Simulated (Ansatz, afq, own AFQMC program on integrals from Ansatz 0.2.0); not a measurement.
**Ir, quartet → Ir⁺, quintet**

A free Ir atom.

E(quintet, charge +1) − E(quartet, charge +0) at this geometry, on UHF and UHF determinants.

Basis def2-TZVPP with its core potentials. Noble-gas cores (and the filled d shells of Ga–Kr and In–Xe) are frozen. Ansatz 0.2.0 and our own AFQMC program on the same integrals; the CISD trial comes from CCSD amplitudes, and released means the phaseless constraint is let go. Error bars are statistical, one sigma. No spin–orbit coupling. The metal's outer-core s and p shells are frozen, which shifts wave-function levels against functionals. The errors of all members are added in quadrature.

No full CI on the walks' own integrals is used here; CCSDT(Q) serves as the reference and is uncertain by about the last step of the cluster series. Each member takes its own surest rung, up to full CI.

Errors are counted within def2-TZVPP, not against nature.

Cautions: no spin-orbit coupling; outer-core shells of the metal frozen; Ir (quartet): the ph-AFQMC/CISD walk drifts between its halves (2.5 errors), its ph-AFQMC/CISD value lies 17 ± 3 meV above CCSDT(Q).

| level | vertical ionization energy (eV) |
| --- | --- |
| MP2 | 8.472 |
| CCSD | 8.396 |

Q: From these cheaper values, estimate the vertical ionization energy at the reference level in def2-TZVPP.

A: 8.502 eV (CCSDT(Q) in def2-TZVPP).

```
         level  vertical ionization energy (eV)  error against CCSDT(Q) (eV)
            HF                            7.022                       -1.480
       CCSD(T)                            8.499                       -0.003
         CCSDT                            8.495                       -0.007
 ph-AFQMC/CISD                    8.492 ± 0.003               -0.010 ± 0.003
released AFQMC                    8.495 ± 0.003               -0.008 ± 0.003
```

Correlation beyond CCSD(T) adds 0.003 eV. The perturbative (T) step is worth +0.103 eV.

A walk keeps the symmetry of its determinant, which the program's search chose and which needn't be the lowest solution, so a lower state of the same spin and another symmetry isn't excluded. Released energies are given only where the last usable release times agree within the noise; a slower fall can still hide under it.
